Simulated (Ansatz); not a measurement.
## Ansatz (development build ahead of 0.2.0) run

```yaml
crystal:
  periodic: [false, false, false]
  atoms:
    - { symbol: Li, position_ang: [0.0, 0.0, -0.92689] }
    - { symbol: "N", position_ang: [0.0, 0.0, 0.92689] }
basis:
  gaussian: { orbitals: def2-SVP }
magnetization:
  initial_magnetization: 2
hamiltonian:
  xc: hf
correlation:
  method: ccsd_t
  frozen_orbitals: { Li: 0, "N": 1 }
scf:
  omitted_lower_state_checks: [starts, atomic_configurations, cluster_reference, orbital_swaps, given_window_search, neighbouring_geometries, increment]
```

The input is written out in the form of the current development build from the run's settings. Correlation on restricted open-shell orbitals is semicanonical, with singles.

The run gave:

```
Converged          : yes
Reference energy   : -61.75239 hartree
Correlation energy : -0.12898 hartree
Total energy       : -61.88137 hartree
Stability test     : minimum among restricted orbitals
```
